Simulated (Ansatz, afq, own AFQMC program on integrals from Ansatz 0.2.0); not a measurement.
Integrals from Ansatz 0.2.0, then the random walk in our own AFQMC program (afq).

```yaml
crystal:
  periodic: [false, false, false]
  atoms:
    - {symbol: N, position_ang: [0.000000, 0.000000, 0.000000]}
    - {symbol: O, position_ang: [0.000000, 0.000000, 1.098000]}
basis:
  gaussian: {orbitals: 6-31G}
magnetization: {spin_polarized: true, initial_magnetization: 3}
correlation: {method: ccsd_t, electrons: outside_noble_gas, hamiltonian_folder: ham}
```

```sh
$ ansatz run in.yaml --threads 1 --pin off --events-out ev --progress --plain --max-ram 24576MiB --backend cuda --devices 0, --max-vram 18GiB
```

afq runs on the folder ham with

```
--method free --trial cisd --walkers 4000 --time-step 0.03 --max-blocks 4000 --target-error 0.0004 --factor-cut 1e-05 --seed 330 --times 0,0.21,0.42,0.81,1.2,1.8,2.4,3 --taylor-order 8
```

Times are imaginary, in 1/Eh. The walk had a cap of 61 s.

```
orbitals 16  electrons 7 4  factors 92 of 212
reference energy -128.96924697 Eh
CCSD correlation -0.17389685 Eh in 11 cycles, weight of the determinant in the CISD state 0.9285
repeat  energy at the last time / Eh  error
    10  -129.147686  0.000204
    20  -129.147536  0.000123
    30  -129.147585  0.000092
time / (1/Eh)  energy / Eh  error  mean overlap
  0.00  -129.143154  0.000041  1.0771
  0.21  -129.145645  0.000039  1.0775
  0.42  -129.146518  0.000038  1.0795
  0.81  -129.147147  0.000051  1.0804
  1.20  -129.147442  0.000050  1.0800
  1.80  -129.147387  0.000059  1.0840
  2.40  -129.147537  0.000072  1.0878
  3.00  -129.147567  0.000091  1.0920
energy -129.147567 +/- 0.000091 Eh
```

(1) Estimate how long the walk took on 1 × NVIDIA H100 80GB HBM3 with 2 threads of AMD EPYC 7R13 Processor (Zen 3) (shared host) (the card was shared).

The run passed its tests (error under three times the target), which doesn't prove that it has relaxed.

Against this walk (error 2.5 meV) on the same determinant: CCSD(T) 29.2 meV higher, CCSDT(Q) 1.6 meV lower (within the noise), CCSDTQ 0.2 meV lower (within the noise), full CI 1.4 meV lower (within the noise). The error is statistical, and a free projection of finite length keeps a remainder of its start.

Cautions: remainder of the start not in the error; lower spins were not checked.

Results:

(1) 6.5 s of wall time.

CCSDT and higher add their correlation energy to the determinant of the CCSD(T) run, since their own runs factorise the integrals more tightly (a shift of under 2 meV). A walk keeps the symmetry of its determinant, which the program's search chose and which needn't be the lowest solution, so a lower state of the same spin and another symmetry isn't excluded.
